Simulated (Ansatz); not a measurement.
Relaxing Ru3Au

All numbers below come from DFT PBE, scalar-relativistic, plane waves, PAW in Ansatz 0.2.0.

The start puts Ru3Au on the Cu3Au (L1_2) structure type (Pm-3m, No. 221), with Ru in place of Cu, at a guessed volume.

Input of the last, converged step (default PAW datasets):

```yaml
crystal:
  lattice:
    - [3.8879277378, 0.0, 0.0]
    - [0.0, 3.8879277378, 0.0]
    - [0.0, 0.0, 3.8879277378]
  atoms:
    - { symbol: Ru, position: [0.0, 0.5, 0.5] }
    - { symbol: Ru, position: [0.5, 0.0, 0.5] }
    - { symbol: Ru, position: [0.5, 0.5, 0.0] }
    - { symbol: Au, position: [0.0, 0.0, 0.0] }
basis:
  ecutwfc: 420
kpoints:
  mp_grid: { grid: [12, 12, 12] }
hamiltonian:
  xc: pbe
scf:
  occupations: { method: gaussian, width: 0.1 }
output:
  forces: true
  stress: true
  eigenvalues: true
relax:
  adjacent_minimum: "off"
  f_tol: 0.01
  max_steps: 80
  cell: { stress_tol: 0.05 }
```

Launched as:

```bash
ansatz run input.yaml --threads 1 --pin off --max-ram 2560MiB --backend cpu --events-out ev --progress --plain --runs-dir out
```

The run took 45 s on 1 thread of Arm Neoverse V1 (shared host), peak memory 0.44 GiB.

End of the output:

```
SCF converged after 8 iterations
Free energy (F): -30783.700826 eV
Harris-Foulkes:  -30783.700826 eV  (|F-HF|=1.46e-11)
Internal energy: -30783.667588 eV  (E = F + TS)
E sigma→0 (E₀):  -30783.684207 eV
Entropy (-TS):   -0.033238 eV (-8.310 meV/atom)
Fermi energy:    22.409341 eV
--- Per-component energies (eV) ---
  E_band       = -396.338829
  E_kinetic    = 2144.228519
  E_local      = -5538.595733  (includes V_loc(G=0)·N_el)
  E_nonlocal   = 1103.097682
  E_hartree    = 1955.655610
  E_xc         = -798.990069
  E_vxc        = -992.076700  (∫ρ·V_xc dr)
  E_paw        = -20087.513903  (= ΣΔE_a)
  E_vpaw       = -1024.304747  (= ΣTr[D̂ρ^β])
  E_aug_tail   = 0.000929  (compensation charges beyond the density's cutoff)
  E_ewald      = -9561.550624
  E_smearing   = -0.033238  (= −TS)
  E_closure    =  0.000000  (closes the sum)
  Σ components = -30783.700826   (vs F -30783.700826, Δ=0.00e0)
--- Forces (eV/Å), atoms counted from 1 ---
  atom   1  Ru     0.00000000     0.00000000     0.00000000
  atom   2  Ru     0.00000000     0.00000000     0.00000000
  atom   3  Ru     0.00000000     0.00000000     0.00000000
  atom   4  Au     0.00000000     0.00000000     0.00000000
  max |Σ_I F_I| component: 5.97e-29 eV/Å
--- Stress (GPa, compression-positive) ---
       -0.000708       0.000000       0.000000
        0.000000      -0.000708       0.000000
        0.000000       0.000000      -0.000708
  P = ⅓ Tr σ = -0.0007 GPa (-0.007 kbar)
--- Relaxed structure (3 steps of the walk, 2 accepted, 1 SCFs on fresh bases) ---
  F+E_penalty+E_count = -30783.70082580 eV   max|allowed force component| = 1.703e-29 eV/Å   (the final SCF, on the basis selected at the relaxed cell)
  cell:  # Å, volume = 58.6781 Å³
    - [3.885904, 0.0, 0.0]
    - [0.000000, 3.885904, 0.0]
    - [0.0, 0.0, 3.885904]
  atoms:
    - { symbol: Ru, position: [0.000000, 0.5, 0.5] }
    - { symbol: Ru, position: [0.5, 0.000000, 0.5] }
    - { symbol: Ru, position: [0.5, 0.5, 0.000000] }
    - { symbol: Au, position: [0.000000, 0.000000, 0.000000] }
```

Total energies depend on the potentials used, so only differences within one code and one set of settings carry meaning.

The result has space group Pm-3m (No. 221). Ru is coordinated by 4 Au at 2.75 Å and 8 Ru at 2.75 Å; Au is coordinated by 12 Ru at 2.75 Å.

Against the elements it lies at 0.43 eV/atom. The zero of energy is the elements' standard structures at the same level; no fitted shifts are applied.

For metals, differences of a few meV/atom aren't resolved. Spin–orbit coupling is left out.

A structure relaxed within its symmetry needn't be a true minimum.